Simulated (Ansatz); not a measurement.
# AlH₃+ (doublet): from Hartree-Fock to the top rungs at distance Al1–H3 = 1.411 Å, cc-pVTZ

An exercise on one series of results from a longer session: the logs are not shown, and one member is left open.

Program: Ansatz 0.2.0, Gaussian basis. Level of theory: cc-pVTZ, core rule «outside noble gas», up to 5 orbitals frozen. These are calculated values, not measurements.

The runs, in order: UHF; CCSD(T) on ROHF; CCSD(T) on UHF; BCCD(T) on ROHF; CCSDT(Q) on ROHF; CCSDT(Q) on UHF; CASSCF and MRCISD+Q, 3 electrons in 3 orbitals; CASSCF and NEVPT2, 3 electrons in 3 orbitals; Full CI.

20 further runs of the same task are left out: 20 for a known fault of the program.

## What is computed

The geometry derives from a PBE0/def2-TZVP stationary point (not a proven minimum). One bond is set to the value named and the two fragments are kept rigid.

4 atoms, charge 1, spin multiplicity 2.

Atoms are counted from 1 here; the program's logs count them from 0.

Bond lengths: Al1–H2 1.560 Å, Al1–H3 1.411 Å. Angles: H2–Al1–H3 167.6°.

Geometry (Å):

```
atom    x (Å)     y (Å)     z (Å)
 Al1  0.00000   0.05769   0.00499
  H2  0.00000   0.22673  -1.54621
  H3  0.00000   0.21055   1.40768
  H4  0.00000  -1.98148   0.00499
```

Set-up of the first run:

in.yaml

```yaml
crystal:
  periodic: [false, false, false]
  atoms:
    - {symbol: Al, position_ang: [0.000000, 0.057687, 0.004988]}
    - {symbol: H, position_ang: [0.000000, 0.226729, -1.546210]}
    - {symbol: H, position_ang: [0.000000, 0.210546, 1.407684]}
    - {symbol: H, position_ang: [0.000000, -1.981485, 0.004988]}
basis:
  gaussian: {orbitals: cc-pVTZ}
total_charge: 1
magnetization: {spin_polarized: true, initial_magnetization: 1}
hamiltonian: {xc: hf}
output: {orbitals: {seedname: orbitals}}
```

The run is started by

```console
> ansatz run in.yaml --threads 1 --pin off --events-out ev --progress --plain --max-ram 4096MiB --backend cpu
```

Steps of the session up to this table: UHF; CCSD(T) on ROHF; CCSD(T) on UHF; BCCD(T) on ROHF; CCSDT(Q) on ROHF; CCSDT(Q) on UHF; CASSCF and MRCISD+Q, 3 electrons in 3 orbitals; CASSCF and NEVPT2, 3 electrons in 3 orbitals; Full CI.

One of the session's tables, all rows but one given; the rest of the session is left out.

```
       method  from FCI (meV)
         ROHF         +2270.7
          UHF         +2255.3
         RMP2               ?
         UMP2          +519.0
        RCCSD           +36.2
        UCCSD           +35.9
     RCCSD(T)           +10.0
     UCCSD(T)            +9.9
      BCCD(T)            +9.6
       RCCSDT            +0.8
       UCCSDT            +0.8
    RCCSDT(Q)            +0.2
    UCCSDT(Q)            +0.2
  CASSCF pair         +1842.4
  NEVPT2 pair          +532.9
  MRCISD pair           +60.4
MRCISD+Q pair           -15.5
          FCI               0
```

**Question.** Estimate the row for RMP2.

The run gave: from FCI (meV): +524.2. In the column «from FCI (meV)» it lies between UMP2 (+519.0) and NEVPT2 pair (+532.9).

Some runs used a GPU and others CPU threads alone; cost is compared among the GPU runs only.

Among the levels timed on like hardware and quicker than the yardstick, those that no quicker one beats, quickest first: NEVPT2 pair (3.2 s, +532.9 meV); MRCISD+Q pair (4.5 s, -15.5 meV); UCCSDT(Q) (4.8 s, +0.2 meV).

To keep in mind: The yardstick is full CI for this spin, exact in this basis with these frozen cores. MRCISD+Q pair falls below full CI: the +Q correction isn't variational, and the cores differ from full CI's. Of the multireference levels listed MRCISD+Q pair comes nearest in total energy (-15.5 meV), which doesn't show that its space is the better one. Levels on UHF freeze UHF's core orbitals, full CI those of ROHF, so the U rows can settle a little off it for that reason alone. Restricted and unrestricted rows rest on different reference determinants; where their highest levels disagree by more than a few hundredths of an eV, they describe different states and don't form one ladder.
